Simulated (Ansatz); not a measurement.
The input, for Ansatz 0.2.0:

```yaml
crystal:
  periodic: [false, false, false]
  atoms:
    - {symbol: Si, position_ang: [0.000000, -0.096456, 0.516159]}
    - {symbol: N, position_ang: [0.000000, 0.103488, -1.122923]}
    - {symbol: H, position_ang: [0.000000, 1.249554, 1.222147]}
basis:
  gaussian: {orbitals: cc-pVDZ}
magnetization: {spin_polarized: true, initial_magnetization: 2}
hamiltonian: {xc: {name: B2PLYP}}
correlation: {electrons: outside_noble_gas}
```

```sh
$ ansatz run in.yaml --threads 1 --pin off --events-out ev --progress --plain --max-ram 4096MiB --backend cpu
```

(1) Roughly how long does this take on 1 thread of AMD EPYC 7R13, shared host, and how much host memory?

```
364 factors; integrals over basis functions are off by at most 9.7e-4 eV
mean field evaluation 1: about -9368.6417 eV, gradient 2.5e1 eV
mean field evaluation 2: about -9368.6437 eV, gradient 2.5e1 eV
mean field evaluation 4: about -9372.1566 eV, gradient 2.4e0 eV
mean field evaluation 8: about -9372.2359 eV, gradient 2.3e-1 eV
mean field evaluation 16: about -9372.2434 eV, gradient 3.5e-3 eV
mean field evaluation 32: about -9372.2642 eV, gradient 5.3e-1 eV
mean field -9372.26880325 eV, -344.4245257674 hartree, gradient 1.6e-6 eV, S^2 2.125525; 6 other end points of the search recorded, 0 dependent functions left out
6 core orbitals not correlated: weight in the atoms' cores, before any rotation towards them, 1.000 or more for the frozen orbitals, at most 0.000 for the correlated occupied ones
reference -9372.26891531 eV, -344.4245298858 hartree; 6, 4 occupied and 25, 27 virtual orbitals, 364 factors
second order -6.89149352 eV of doubles, -0.00000000 eV of singles
Total energy: -9374.12961857 eV, -344.4929094690 hartree
```

Results:

(1) 2.4 s wall and 0.17 GiB.
